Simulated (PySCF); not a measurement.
Species: dichloromethane, CH2Cl2.
InChI=1S/CH2Cl2/c2-1-3/h1H2

Theory: PySCF, TDDFT B3LYP/def2-SVPD, vertical, gas phase, core orbitals frozen in the response. Geometry: GFN2-xTB; no solvent, vibrations or thermal averaging.

| state | E (eV) | E (hartree) | f | symmetry | main configurations (H = HOMO, L = LUMO) |
| --- | --- | --- | --- | --- | --- |
| S1 | 6.74 | 0.2475 | 0.0005 | – | H→L (98%) |
| S2 | 6.95 | 0.2554 | 0.023 | B1 or B2 | H-1→L (95%) |
| S3 | 7.27 | 0.2673 | 0.0000 | – | H-2→L (90%), H→L+1 (8%) |
| S4 | 7.50 | 0.2754 | 0.0051 | A1 | H-3→L (86%), H-1→L+1 (12%) |
| S5 | 7.64 | 0.2809 | 0.0000 | – | H→L+1 (89%), H-2→L (9%) |
| S6 | 7.76 | 0.2853 | 0.0033 | A1 | H-1→L+1 (86%), H-3→L (13%) |
| S7 | 8.00 | 0.2942 | 0.025 | B1 or B2 | H→L+2 (92%) |
| S8 | 8.13 | 0.2988 | 0.054 | B1 or B2 | H-1→L+2 (89%), H-3→L+1 (10%) |

Triplets (Tamm–Dancoff): T1 6.21 eV, H→L (91%); T2 6.23 eV, H-1→L (92%); T3 6.59 eV, H-2→L (66%), H→L+1 (29%).

The lowest singlet lies at 6.74 eV (184 nm, vacuum ultraviolet) and is very weak; its leading configuration is HOMO→LUMO (98%). The strongest level in the table is S8 at 8.13 eV (152 nm, f = 0.054). It is the last of those listed, so stronger ones may follow. Löwdin shares by element: HOMO chlorine 77%, carbon 13%, hydrogen 5% or more; LUMO chlorine 66%, carbon 24%, hydrogen 5% or more. Of the 8 states listed, 3 reach f = 0.01 and 2 stay under 0.0005. The oscillator strengths of these states sum to 0.110; summed over the whole spectrum of an exact calculation they would give the number of electrons, 42 (Thomas–Reiche–Kuhn). Weighted by f, the mean energy of these states is 7.81 eV. Symmetry labels in C2v follow from the direction of the transition dipole and are given only for states with f of 0.002 or more; B1 and B2 swap with the choice of axes. Singlets were solved by full linear response, triplets in the Tamm–Dancoff approximation.

On one thread of an Arm Neoverse V2, no GPU (shared host), this took 3.0 s of wall time.
